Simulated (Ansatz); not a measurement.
Two shapes of singlet CH3(+).

Shape 1:

```xyz
4

C     0.0000    0.0000    0.0000
H     1.1041    0.0000    0.0000
H    -0.5520    0.9562    0.0000
H    -0.5520   -0.9562    0.0000
```

Shape 2:

```xyz
4

C     0.0336   -0.0010    0.0370
H     1.1130   -0.0120    0.0477
H    -0.5226    0.9853   -0.0280
H    -0.5979   -0.9391    0.0102
```

Basis set: cc-pVDZ (spherical functions). Correlated methods keep 1 orbital frozen. Charge 1, multiplicity 1.

Computed with Ansatz (development build ahead of 0.2.0); each method stands on the lowest determinant of its kind that the runs found.

Which shape is lower in energy, and by how much in each method?

```json
{"method": "RHF", "E(2) − E(1) (eV)": "0.072"}
{"method": "RHF-MP2", "E(2) − E(1) (eV)": "0.058"}
```

Shape 1 is lower.
